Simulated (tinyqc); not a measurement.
UHF in the sto-3g basis, for CH2, spin multiplicity 3, step by step. One step of it, computed by the program tinyqc.

Task: Iteration 2: diagonalisation and new density. Diagonalise F' = X^T F X, C = X C', fill 5 alpha and 3 beta electrons from the bottom; D(s) = C_occ C_occ^T. Each column has its largest component positive (the first on a tie).

F(alpha) (hartree), lower triangle:
```
             1C 1s      1C 2s     1C 2px     1C 2py     1C 2pz      2H 1s      3H 1s
1C 1s   -11.252740
1C 2s    -3.025839  -1.630883
1C 2px    0.000000   0.000000  -0.488110
1C 2py    0.000000   0.000000   0.000000  -0.196283
1C 2pz   -0.005857   0.100118   0.000000   0.000000  -0.235199
2H 1s    -0.335847  -0.442172   0.000000  -0.308757  -0.176760  -0.279039
3H 1s    -0.335847  -0.442172   0.000000   0.308757  -0.176760  -0.057073  -0.279039
```

F(beta) (hartree), lower triangle:
```
             1C 1s      1C 2s    1C 2px     1C 2py     1C 2pz      2H 1s      3H 1s
1C 1s   -11.191476
1C 2s    -2.986882  -1.216651
1C 2px    0.000000   0.000000  0.261719
1C 2py    0.000000   0.000000  0.000000  -0.063643
1C 2pz   -0.003931  -0.150222  0.000000   0.000000   0.180040
2H 1s    -0.328423  -0.429753  0.000000  -0.294844  -0.131812  -0.244650
3H 1s    -0.328423  -0.429753  0.000000   0.294844  -0.131812  -0.043730  -0.244650
```

X:
```
                1          2          3         4          5          6         7
1C 1s   -0.415836   0.000000   0.709772  0.000000  -0.569543   0.000000  0.266950
1C 2s    0.963754   0.000000  -0.246648  0.000000  -0.232236   0.000000  0.518813
1C 2px   0.000000   0.000000   0.000000  1.000000   0.000000   0.000000  0.000000
1C 2py   0.000000   0.923107   0.000000  0.000000   0.000000   0.610481  0.000000
1C 2pz   0.346126   0.000000   0.655744  0.000000   0.681465   0.000000  0.183106
2H 1s   -0.617280  -0.682713  -0.247770  0.000000   0.201603   0.412721  0.366429
3H 1s   -0.617280   0.682713  -0.247770  0.000000   0.201603  -0.412721  0.366429
```

Give: F' = X^T F X; orbital energies; coefficients C; F' = X^T F X; orbital energies; coefficients C; D(alpha) after iteration 2; D(beta) after iteration 2.

Result:

F' = X^T F X (alpha) (hartree), lower triangle:
```
        1      2       3       4       5       6       7
1  -0.393
2   0.000  0.404
3   1.702  0.000  -4.646
4   0.000  0.000   0.000  -0.488
5  -1.197  0.000   4.240   0.000  -4.562
6   0.000  0.037   0.000   0.000   0.000  -0.460
7   0.660  0.000  -2.783   0.000   2.926   0.000  -2.674
```

orbital energies (alpha) (hartree): MO1 -11.259, MO2 -0.906, MO3 -0.488, MO4 -0.461, MO5 -0.394, MO6 0.284, MO7 0.406

coefficients C (alpha):
```
           MO1     MO2    MO3     MO4     MO5     MO6     MO7
1C 1s    0.993  -0.262  0.000   0.000   0.041  -0.122   0.000
1C 2s    0.026   0.944  0.000   0.000  -0.240   0.604   0.000
1C 2px   0.000   0.000  1.000   0.000   0.000   0.000   0.000
1C 2py   0.000   0.000  0.000   0.571   0.000   0.000   0.948
1C 2pz   0.001  -0.126  0.000   0.000   0.757   0.677   0.000
2H 1s   -0.004   0.115  0.000   0.441   0.392  -0.671  -0.665
3H 1s   -0.004   0.115  0.000  -0.441   0.392  -0.671   0.665
```

F' = X^T F X (beta) (hartree), lower triangle:
```
        1      2       3      4       5       6       7
1  -0.170
2   0.000  0.502
3   1.537  0.000  -4.368
4   0.000  0.000   0.000  0.262
5  -1.371  0.000   4.500  0.000  -4.216
6   0.000  0.098   0.000  0.000   0.000  -0.389
7   0.775  0.000  -2.830  0.000   2.858   0.000  -2.543
```

orbital energies (beta) (hartree): MO1 -11.196, MO2 -0.628, MO3 -0.400, MO4 0.162, MO5 0.262, MO6 0.364, MO7 0.512

coefficients C (beta):
```
           MO1     MO2     MO3     MO4    MO5     MO6     MO7
1C 1s    0.994  -0.210   0.000  -0.158  0.000  -0.120   0.000
1C 2s    0.023   0.715   0.000   0.675  0.000   0.587   0.000
1C 2px   0.000   0.000   0.000   0.000  1.000   0.000   0.000
1C 2py   0.000   0.000   0.507   0.000  0.000   0.000   0.984
1C 2pz   0.002   0.166   0.000  -0.671  0.000   0.755   0.000
2H 1s   -0.004   0.311   0.484  -0.366  0.000  -0.622  -0.634
3H 1s   -0.004   0.311  -0.484  -0.366  0.000  -0.622   0.634
```

D(alpha) after iteration 2, lower triangle:
```
         1C 1s   1C 2s  1C 2px  1C 2py  1C 2pz   2H 1s  3H 1s
1C 1s    1.057
1C 2s   -0.231   0.948
1C 2px   0.000   0.000   1.000
1C 2py   0.000   0.000   0.000   0.326
1C 2pz   0.065  -0.300   0.000   0.000   0.590
2H 1s   -0.018   0.015   0.000   0.252   0.283   0.362
3H 1s   -0.018   0.015   0.000  -0.252   0.283  -0.028  0.362
```

D(beta) after iteration 2, lower triangle:
```
         1C 1s  1C 2s  1C 2px  1C 2py  1C 2pz   2H 1s  3H 1s
1C 1s    1.033
1C 2s   -0.127  0.512
1C 2px   0.000  0.000   0.000
1C 2py   0.000  0.000   0.000   0.257
1C 2pz  -0.033  0.119   0.000   0.000   0.028
2H 1s   -0.069  0.222   0.000   0.245   0.052   0.331
3H 1s   -0.069  0.222   0.000  -0.245   0.052  -0.138  0.331
```
